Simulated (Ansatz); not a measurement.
A nudged elastic band was laid between two geometries of CH2Cl2 + Cl (6 atoms, charge 0, multiplicity 2).

These are results of Ansatz 0.2.0, UKS PBE0/def2-SVP, not measurements.

```json
{
  "movable images": "7",
  "climbing image": "yes",
  "spring": "5.0 eV/Å²",
  "optimiser": "quadratic models (default)",
  "start path": "through a guess of the saddle point",
  "force threshold": "0.05 eV/Å",
  "iteration limit": "60",
  "end points": "relaxed"
}
```

Initial state:

```xyz
6
Properties=species:S:1:pos:R:3
H -0.123 0.484 -0.149
C 0.370 -0.456 0.124
Cl -0.335 -1.752 -0.852
Cl 0.167 -0.700 1.864
Cl -1.523 2.836 -0.896
H 1.443 -0.412 -0.091
```

Final state:

```xyz
6
Properties=species:S:1:pos:R:3
H -0.740 1.144 -0.326
C 0.416 -0.662 0.191
Cl -0.238 -1.872 -0.811
Cl 0.246 -0.794 1.879
Cl -0.998 2.338 -0.759
H 1.314 -0.155 -0.174
```

(1) Which bonds break or form, and what moves?

(2) What energy profile does the band end with?

(3) What is the geometry of the highest image?

(4) What are the harmonic wavenumbers there?

Answers

(1) Bonds broken: H1–C2. Bonds formed: H1–Cl5. CH2Cl2 + Cl becomes CHCl2 + ClH.

(2) The run converged. The highest image is number 2 of 0 to 8, 0.028 eV above the first end and 0.258 eV above the last; the last end lies 0.231 eV below the first. A vibrational analysis at the climbing image gives one clearly imaginary mode, 156i cm⁻¹: a first-order saddle point.

| image | path coordinate (Å) | energy (eV) | H1–C2 (Å) | H1–Cl5 (Å) |
| --- | --- | --- | --- | --- |
| 0 | 0.00 | 0.000 | 1.10 | 2.84 |
| 1 | 0.35 | 0.002 | 1.10 | 2.76 |
| 2 | 0.70 | 0.028 | 1.10 | 2.42 |
| 3 | 0.96 | 0.000 | 1.12 | 2.13 |
| 4 | 1.23 | -0.032 | 1.16 | 1.83 |
| 5 | 1.49 | -0.047 | 1.39 | 1.47 |
| 6 | 1.76 | -0.171 | 1.74 | 1.33 |
| 7 | 2.03 | -0.221 | 2.00 | 1.30 |
| 8 | 2.29 | -0.231 | 2.21 | 1.30 |

(3) 
```xyz
6
Properties=species:S:1:pos:R:3
H -0.344 0.499 -0.003
C 0.287 -0.395 0.142
Cl -0.332 -1.690 -0.883
Cl 0.272 -0.789 1.861
Cl -1.201 2.553 -0.962
H 1.319 -0.179 -0.156
```

(4) 156i, 18, 45, 284, 735, 783, 885, 1152, 1271, 1364, 2868, 3180 cm⁻¹.

The run took 5.1 min on 2 threads of Arm Neoverse V2, on a shared host, peak memory 0.32 GiB.
